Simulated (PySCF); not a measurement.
## Fluorine: a sound run and one with changed settings

Sound run: F [He] 2s2 2p5, F⁺ [He] 2s2 2p4. Calculation: PySCF 2.14, in cc-pVTZ; no relativity, point nucleus. In the sound run the correlated levels freeze 1s2. The sound run starts from symmetry-adapted Hartree-Fock orbitals and uses a fine grid where one is needed.

Changed run: a valence shell is frozen. This setting is unsound on purpose.

```
species   method  sound run (hartree)  changed run (hartree)  converged
      F      MP2            -99.60536              -99.52823        yes
      F  CCSD(T)            -99.62036              -99.53544        yes
     F⁺      MP2            -98.97349              -98.89770        yes
     F⁺  CCSD(T)            -98.99079              -98.90451        yes
```

Ionisation energy of F:

```csv
method,sound run (eV),changed run (eV)
UHF,15.654,15.654
MP2,17.194,17.158
SCS-MP2,17.181,17.221
CCSD,17.089,17.130
CCSD(T),17.131,17.168
```

Freezing a valence shell removes pair correlation that changes on ionisation.

For comparison, NIST gives 17.423 eV between the lowest levels.
